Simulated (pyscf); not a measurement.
Substitution at C: H₃C–Ge(OH)(OH)–OH + H atom (H•) → methane (CH₄) + HO–Ge•(OH)–OH

Gas phase, doublet surface, charge 0. Bonds broken: C1–Ge2. Bonds formed: C1–H12. Optimised with ωB97X-D3(BJ)/def2-SVP in PySCF.

Transition state (Å):

```xyz
12

C      0.6320     0.7420    -0.0437
Ge    -1.3819    -0.0118     0.2556
O     -1.3873    -1.7479     0.6655
O     -2.3972     0.1759    -1.1991
O     -2.2245     0.8355     1.5803
H      0.5360     1.5070     0.7339
H      1.1005    -0.2181     0.1967
H      0.4525     1.0092    -1.0903
H     -1.9274    -2.2507     0.0420
H     -3.1858     0.6997    -1.0068
H     -2.5118     0.2154     2.2630
H      2.0071     1.2549    -0.2465
```

One imaginary mode, 1458i cm⁻¹; descent along it reached the two sides named.

```json
[
 {"bond": "C1–Ge2", "change": "breaks", "reactant side (Å)": "1.918", "saddle": "2.171", "product side": "3.5"},
 {"bond": "C1–H12", "change": "forms", "reactant side (Å)": "3.8", "saddle": "1.482", "product side": "1.099"}
]
```

Electronic energies relative to the separated reactants (kJ/mol):

| level | barrier | reaction energy | reverse barrier |
|---|---|---|---|
| ωB97X-D3(BJ)/def2-TZVP | 107.2 | -92.3 | 199.5 |
| PBE/def2-TZVP | 59.3 | -123.2 | 182.5 |
| r²SCAN/def2-TZVP | 67.1 | -117.2 | 184.3 |
| B3LYP-D3(BJ)/def2-TZVP | 72.4 | -124.3 | 196.7 |
| PBE0-D3(BJ)/def2-TZVP | 83.1 | -101.9 | 185.0 |
| M06-2X/def2-TZVP | 100.9 | -101.8 | 202.6 |
| ωB97M-D3(BJ)/def2-TZVP | 98.3 | -108.4 | 206.7 |
| HF/def2-TZVP | 172.4 | -84.4 | 256.8 |

With ωB97M-D3(BJ)/def2-TZVP energies and thermal terms (ideal gas, 1 atm, RRHO with modes under 100 cm⁻¹ raised to 100, one conformer, R ln 2 for rigid chiral ones), in kJ/mol:

| T (K) | ΔH‡ | ΔG‡ | ΔH | ΔG |
|---|---|---|---|---|
| 298 | 100.9 | 129.2 | -92.1 | -104.8 |
| 600 | 98.2 | 159.0 | -98.6 | -115.3 |
| 900 | 96.3 | 189.9 | -105.4 | -122.2 |
| 1200 | 94.6 | 221.3 | -111.6 | -126.8 |

Abstraction by the radical was not located in this set and often lies lower. This is the saddle that the search found; another between the same sides may lie lower. The angle at the attacked C is 180°. Elements up to Kr have no core potential and no relativistic terms here.
